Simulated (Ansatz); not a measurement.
**BPH3+ (triplet): the correlation ladder, cc-pVDZ**

An exercise on one series of results from a longer session: the logs are not shown, and one member is left open.

Method: cc-pVDZ, core rule «outside noble gas», up to 6 orbitals frozen; program: Ansatz 0.2.0, Gaussian basis.

Plan: UHF; CCSD(T) on ROHF; CCSD(T) on UHF; BCCD(T) on ROHF; CISD; CCSDT(Q) on ROHF; CCSDT(Q) on UHF.

16 further runs of the same task are left out: 1 for a mislabelled method, 4 that didn't finish, 11 set aside as unsound or not needed.

## The geometry

The geometry is a PBE0/def2-TZVP stationary point (not a proven minimum) of the parent state, kept for this charge and spin.

5 atoms, charge 1, spin multiplicity 3.

Atoms are counted from 1 here; the program's logs count them from 0.

Bond lengths: B1–P2 1.877 Å, B1–H3 1.197 Å, B1–H4 1.196 Å, P2–H5 1.425 Å. Angles: P2–B1–H3 119.6°, P2–B1–H4 120.8°, H3–B1–H4 119.3°, B1–P2–H5 96.1°.

The first run:

The input, in.yaml:

```yaml
crystal:
  periodic: [false, false, false]
  atoms:
    - {symbol: B, position_ang: [0.028762, 0.050179, 1.315346]}
    - {symbol: P, position_ang: [-0.026262, -0.062559, -0.557827]}
    - {symbol: H, position_ang: [-0.342109, 1.049875, 1.859223]}
    - {symbol: H, position_ang: [0.329247, -0.899526, 1.976629]}
    - {symbol: H, position_ang: [0.511406, 1.233857, -0.802151]}
basis:
  gaussian: {orbitals: cc-pVDZ}
total_charge: 1
magnetization: {spin_polarized: true, initial_magnetization: 2}
hamiltonian: {xc: hf}
output: {orbitals: {seedname: orbitals}}
```

The run is started by

```console
$ ansatz run in.yaml --threads 1 --pin off --events-out ev --progress --plain --max-ram 2393MiB
```

Among the steps run: UHF; CCSD(T) on ROHF; CCSD(T) on UHF; BCCD(T) on ROHF; CISD; CCSDT(Q) on ROHF; CCSDT(Q) on UHF.

One of the session's tables, all rows but one given; the rest of the session is left out.

It belongs to the step «Misses and costs». 

| method | from UCCSDT(Q) (kJ/mol) |
| --- | --- |
| ROHF | +537.2 |
| UHF | +527.0 |
| RMP2 | +119.9 |
| UMP2 | +119.2 |
| CISD | +52.0 |
| RCCSD | +17.9 |
| UCCSD | +17.6 |
| RCCSD(T) | +4.0 |
| UCCSD(T) | +4.0 |
| BCCD(T) | ? |
| RCCSDT | +0.6 |
| UCCSDT | +0.6 |
| RCCSDT(Q) | +0.1 |
| UCCSDT(Q) | 0 |

Q: Estimate the row for BCCD(T) from the others.

**Answer.** from UCCSDT(Q) (kJ/mol): +3.8. In the column «from UCCSDT(Q) (kJ/mol)» it lies between UCCSDT (+0.6) and RCCSD(T) (+4.0).

To keep in mind: Restricted and unrestricted rows rest on different reference determinants; where their highest levels disagree by more than a few hundredths of an eV, they describe different states and don't form one ladder.
